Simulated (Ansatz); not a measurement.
# C2H3B: the cost of one run

All numbers are computed with Ansatz 0.2.0, driven from Python. Level of theory: r2SCAN/def2-SVP.

## Step 1: The structure

Bond lengths: B1–C2 1.466 Å, C2–C3 1.177 Å, B1–H4 1.147 Å, B1–H5 1.214 Å, C3–H6 1.079 Å. Angles: B1–C2–C3 179.1°, C2–B1–H4 122.2°, C2–B1–H5 122.5°, H4–B1–H5 115.1°, C2–C3–H6 177.6°.

No structure file is read: the coordinates are typed or built in the script.

## Step 2: Script

Contents of c2h3b_dimer.py:

```python
"""Binding of a C2H3B dimer at a trial geometry."""

import ansatz as az

FIRST = [
    ("B", (-0.8244, 0.6246, -0.3576)),
    ("C", (0.2647, -0.2226, 0.1381)),
    ("C", (1.1326, -0.9171, 0.5246)),
    ("H", (-1.7129, 0.1979, -0.9445)),
    ("H", (-0.8126, 1.8338, -0.2486)),
    ("H", (1.9528, -1.5165, 0.888)),
]
SECOND = [
    ("B", (0.4952, -3.6222, -0.2369)),
    ("C", (-0.4679, -3.1105, -1.2167)),
    ("C", (-1.2331, -2.7113, -2.0168)),
    ("H", (1.4223, -4.2228, -0.5463)),
    ("H", (0.3293, -3.5123, 0.9608)),
    ("H", (-1.9636, -2.3358, -2.7164)),
]

def energy(atoms, ghosts=()):
    molecule = az.Crystal.molecule()
    for symbol, xyz in atoms:
        molecule = molecule.atom(symbol, xyz)
    calc = (
        molecule.calculation()
        .basis(gaussian="def2-SVP")
        .functional("r2SCAN")
    )
    deck = calc.input()
    if ghosts:
        deck = deck.set(az.key.basis.gaussian.ghost_atoms, [{"symbol": s, "position_ang": list(xyz)} for s, xyz in ghosts])
    return az.Session.from_dict(deck).plan().execute().report["free_energy_ev"]


def main() -> None:
    # monomers in their own basis and in the basis of the dimer
    both = energy(FIRST + SECOND)
    alone = energy(FIRST) + energy(SECOND)
    ghosted = energy(FIRST, SECOND) + energy(SECOND, FIRST)
    print(f"dimer {both:.6f} eV")
    print(f"interaction, uncorrected   {23.060548 * (both - alone):8.3f} kcal/mol")
    print(f"interaction, counterpoise  {23.060548 * (both - ghosted):8.3f} kcal/mol")
    print(f"basis-set superposition    {23.060548 * (alone - ghosted):8.3f} kcal/mol")


if __name__ == "__main__":
    main()
```

## Step 3: What the engine is handed

The package turns the script's settings into the engine's input (first run):

```yaml
crystal:
  periodic: [false, false, false]
  atoms:
    - { symbol: B, position_ang: [-0.8244, 0.6246, -0.3576] }
    - { symbol: C, position_ang: [0.2647, -0.2226, 0.1381] }
    - { symbol: C, position_ang: [1.1326, -0.9171, 0.5246] }
    - { symbol: H, position_ang: [-1.7129, 0.1979, -0.9445] }
    - { symbol: H, position_ang: [-0.8126, 1.8338, -0.2486] }
    - { symbol: H, position_ang: [1.9528, -1.5165, 0.888] }
    - { symbol: B, position_ang: [0.4952, -3.6222, -0.2369] }
    - { symbol: C, position_ang: [-0.4679, -3.1105, -1.2167] }
    - { symbol: C, position_ang: [-1.2331, -2.7113, -2.0168] }
    - { symbol: H, position_ang: [1.4223, -4.2228, -0.5463] }
    - { symbol: H, position_ang: [0.3293, -3.5123, 0.9608] }
    - { symbol: H, position_ang: [-1.9636, -2.3358, -2.7164] }
basis:
  gaussian:
    orbitals: def2-SVP
hamiltonian:
  xc: r2scan
```

## Step 4: Running it

Command:

```console
python c2h3b_dimer.py
```

**Question.** How long does this script take on 1 thread of Arm Neoverse V1, shared host, and how much memory does it need?

About 19 s, with a peak of 0.21 GiB.
